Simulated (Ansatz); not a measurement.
**Nudged elastic band run: CH3S**

input.yaml

```yaml
crystal:
  periodic: [false, false, false]
  atoms:
    - { symbol: C, position_ang: [-0.127077, -0.565933, 0.088693] }
    - { symbol: S, position_ang: [0.840697, 0.849607, 0.315853] }
    - { symbol: H, position_ang: [-1.00159, -0.563316, -0.560806] }
    - { symbol: H, position_ang: [0.138565, -1.443798, 0.678377] }
    - { symbol: H, position_ang: [0.199306, 1.64984, -0.563517] }
magnetization:
  spin_polarized: true
  initial_magnetization: 1
basis:
  gaussian: { orbitals: def2-SVP }
hamiltonian:
  xc: r2scan
neb:
  order_check: false
  images: 5
  f_tol: 0.03
  max_iterations: 60
  final_atoms:
    - { symbol: C, position_ang: [-0.28673267, -0.50830732, -0.02830532] }
    - { symbol: S, position_ang: [0.01024915, 1.13739076, -0.47015173] }
    - { symbol: H, position_ang: [-1.151662, -0.98884095, -0.48592497] }
    - { symbol: H, position_ang: [0.36410448, -1.04740474, 0.65921768] }
    - { symbol: H, position_ang: [1.11394204, 1.33356226, 0.28376435] }
  initial_path:
    images:
      - { positions_ang: [[-0.127077, -0.565933, 0.088693], [0.840697, 0.849607, 0.315853], [-1.00159, -0.563316, -0.560806], [0.138565, -1.443798, 0.678377], [0.199306, 1.64984, -0.563517]] }
      - { positions_ang: [[-0.12328664, -0.57759566, 0.0677032], [0.87259141, 0.80606423, 0.10100707], [-0.97053655, -0.66674856, -0.63455669], [0.07545279, -1.32046065, 0.76715999], [0.19567999, 1.68514064, -0.34271356]] }
      - { positions_ang: [[-0.11949628, -0.58925831, 0.04671339], [0.90448583, 0.76252146, -0.11383886], [-0.9394831, -0.77018111, -0.70830739], [0.01234058, -1.1971233, 0.85594298], [0.19205397, 1.72044127, -0.12191013]] }
      - { positions_ang: [[-0.11570592, -0.60092097, 0.02572359], [0.93638024, 0.71897869, -0.32868479], [-0.90842965, -0.87361367, -0.78205808], [-0.05077163, -1.07378595, 0.94472597], [0.18842796, 1.75574191, 0.09889331]] }
      - { positions_ang: [[-0.17271483, -0.57004975, 0.00771395], [0.62766988, 0.85844938, -0.37584044], [-0.9895071, -0.91202276, -0.68334704], [0.08752041, -1.06499222, 0.84955654], [0.49693265, 1.61501536, 0.16051699]] }
      - { positions_ang: [[-0.22972375, -0.53917854, -0.01029568], [0.31895951, 0.99792007, -0.42299609], [-1.07058455, -0.95043185, -0.58463601], [0.22581244, -1.05619848, 0.75438711], [0.80543735, 1.47428881, 0.22214067]] }
      - { positions_ang: [[-0.28673267, -0.50830732, -0.02830532], [0.01024915, 1.13739076, -0.47015173], [-1.151662, -0.98884095, -0.48592497], [0.36410448, -1.04740474, 0.65921768], [1.11394204, 1.33356226, 0.28376435]] }
```

Launched with:

```bash
$ ansatz run input.yaml --threads 1 --pin off --max-ram 2048MiB --backend cpu --events-out ev --progress --plain --runs-dir out
```

Output, in part (warnings, iteration lines, the closing report on the highest movable image, with atoms numbered from 0):

```
NEB end point (image 0): max|allowed force component| = 1.226e-2 eV/Å (the criterion of neb.relax_end_points is 1.000e-2)
NEB end point (image 6): max|allowed force component| = 3.413e-3 eV/Å (the criterion of neb.relax_end_points is 1.000e-2)
NEB iter   1: max|band force component| = 2.674e1 eV/Å  barrier→ = 5.8268 eV  barrier← = 5.8269 eV  Δτ_max = 0.1564 Å  (203 SCF iters)
NEB iter   2: max|band force component| = 7.720e0 eV/Å  barrier→ = 1.0987 eV  barrier← = 1.0987 eV  Δτ_max = 0.1259 Å  (168 SCF iters)
NEB iter   3: max|band force component| = 4.272e0 eV/Å  barrier→ = 0.5044 eV  barrier← = 0.5045 eV  Δτ_max = 0.1168 Å  (157 SCF iters)
NEB iter   4: max|band force component| = 1.238e0 eV/Å  barrier→ = 0.2580 eV  barrier← = 0.2580 eV  Δτ_max = 0.0588 Å  (163 SCF iters)
NEB iter   5: max|band force component| = 3.509e-1 eV/Å  barrier→ = 0.2580 eV  barrier← = 0.2580 eV  CI = image 3  Δτ_max = 0.0168 Å  (154 SCF iters)
NEB iter   6: max|band force component| = 6.576e-2 eV/Å  barrier→ = 0.2582 eV  barrier← = 0.2582 eV  CI = image 3  Δτ_max = 0.0070 Å  (157 SCF iters)
NEB iter   7: max|band force component| = 2.549e-2 eV/Å  barrier→ = 0.2582 eV  barrier← = 0.2582 eV  CI = image 3  Δτ_max = 0.0000 Å  (284 SCF iters)
Total energy: -11913.75115299 eV, -437.8222794418 hartree
Atom 0 at    -0.155313    -0.567939     0.003186 Å, force    -0.001624    -0.001233    -0.002683 eV/Å
Atom 1 at     0.950501     0.742950    -0.361351 Å, force     0.001515    -0.002977     0.000445 eV/Å
Atom 2 at    -0.874945    -0.908044    -0.748773 Å, force     0.000166    -0.000207     0.000753 eV/Å
Atom 3 at    -0.073361    -1.113267     0.949170 Å, force     0.001341     0.001848     0.000181 eV/Å
Atom 4 at     0.203020     1.772700     0.116368 Å, force    -0.001397     0.002568     0.001304 eV/Å
Dipole moment:    -0.252331    -0.013213     0.117668 e Å
```

The forces met the threshold. A vibrational analysis at the climbing image gives one clearly imaginary mode, 529i cm⁻¹: a first-order saddle point.

Final band (atoms are numbered from 1 in the order of the input):

```
image  path coordinate (Å)  energy (eV)  dihedral H4–C1–S2–H5 (°)
    0                 0.00        0.000                       180
    1                 0.41        0.027                      -157
    2                 0.81        0.156                      -124
    3                 1.22        0.258                       -93
    4                 1.61        0.161                       -64
    5                 2.01        0.032                       -38
    6                 2.40        0.000                        -1
```

The run took 85 s on 1 thread of Arm Neoverse V2, on a shared host, peak memory 0.12 GiB.
